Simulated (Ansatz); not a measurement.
Geometry optimisation, RKS B3LYP/def2-SVP in Ansatz.

Input file:

```yaml
crystal:
  periodic: [false, false, false]
  atoms:
    - { symbol: O, position_ang: [-1.6354, -0.0435, 1.3982] }
    - { symbol: C, position_ang: [-1.5949, -0.2792, 0.2012] }
    - { symbol: O, position_ang: [-0.5141, -0.1648, -0.5789] }
    - { symbol: C, position_ang: [-0.7473, -0.58227, -2.02141] }
    - { symbol: S, position_ang: [0.73639, -0.40174, -2.95588] }
    - { symbol: H, position_ang: [-2.4178, -0.6498, -0.4139] }
    - { symbol: H, position_ang: [-1.07422, -1.63307, -1.99265] }
    - { symbol: H, position_ang: [-1.53893, 0.0285, -2.43166] }
    - { symbol: H, position_ang: [0.87221, 0.87004, -2.72144] }
basis:
  gaussian: { orbitals: def2-SVP }
hamiltonian:
  xc: b3lyp
relax:
  f_tol: 0.015
  max_steps: 40
```

Run as:

```bash
$ ansatz run input.yaml --threads 2 --pin off --max-ram 3072MiB --backend cpu --events-out ev --progress --plain --runs-dir out
```

Task: Where does it end, and by what steps?

Result: The forces met the threshold. The force dipped under the threshold on the way, but the program's further checks kept it going. After 33 steps the energy has fallen by 0.383 eV; H6 moved furthest, 1.41 Å.

```json
{"step": "0", "energy less start (eV)": "0.0000", "largest force component (eV/Å)": "2.228", "accepted": "yes"}
{"step": "2", "energy less start (eV)": "-0.2075", "largest force component (eV/Å)": "0.842", "accepted": "yes"}
{"step": "4", "energy less start (eV)": "-0.2594", "largest force component (eV/Å)": "0.255", "accepted": "yes"}
{"step": "6", "energy less start (eV)": "-0.2644", "largest force component (eV/Å)": "0.068", "accepted": "yes"}
{"step": "8", "energy less start (eV)": "-0.2643", "largest force component (eV/Å)": "0.378", "accepted": "no"}
{"step": "10", "energy less start (eV)": "-0.2729", "largest force component (eV/Å)": "0.182", "accepted": "yes"}
{"step": "12", "energy less start (eV)": "-0.2598", "largest force component (eV/Å)": "0.862", "accepted": "no"}
{"step": "14", "energy less start (eV)": "-0.2969", "largest force component (eV/Å)": "0.286", "accepted": "yes"}
{"step": "16", "energy less start (eV)": "-0.3218", "largest force component (eV/Å)": "0.409", "accepted": "yes"}
{"step": "18", "energy less start (eV)": "-0.3390", "largest force component (eV/Å)": "0.251", "accepted": "yes"}
{"step": "20", "energy less start (eV)": "-0.3468", "largest force component (eV/Å)": "0.147", "accepted": "yes"}
{"step": "22", "energy less start (eV)": "-0.3593", "largest force component (eV/Å)": "0.116", "accepted": "yes"}
{"step": "24", "energy less start (eV)": "-0.3746", "largest force component (eV/Å)": "0.408", "accepted": "yes"}
{"step": "26", "energy less start (eV)": "-0.3788", "largest force component (eV/Å)": "0.411", "accepted": "yes"}
{"step": "28", "energy less start (eV)": "-0.3829", "largest force component (eV/Å)": "0.131", "accepted": "yes"}
{"step": "30", "energy less start (eV)": "-0.3834", "largest force component (eV/Å)": "0.010", "accepted": "yes"}
{"step": "32", "energy less start (eV)": "-0.3834", "largest force component (eV/Å)": "0.018", "accepted": "yes"}
{"step": "33", "energy less start (eV)": "-0.3834", "largest force component (eV/Å)": "0.007", "accepted": "yes"}
```

```xyz
9
Properties=species:S:1:pos:R:3
O -1.565 0.063 1.300
C -1.416 -0.403 0.212
O -1.313 0.362 -0.899
C -1.065 -0.286 -2.133
S 0.677 -0.771 -2.402
H -1.361 -1.497 -0.006
H -1.642 -1.222 -2.223
H -1.397 0.409 -2.914
H 1.168 0.490 -2.450
```

Time of the run: 41 s on 2 threads of Intel(R) Xeon(R) 6975P-C (Granite Rapids), on a shared host, peak memory 0.21 GiB.
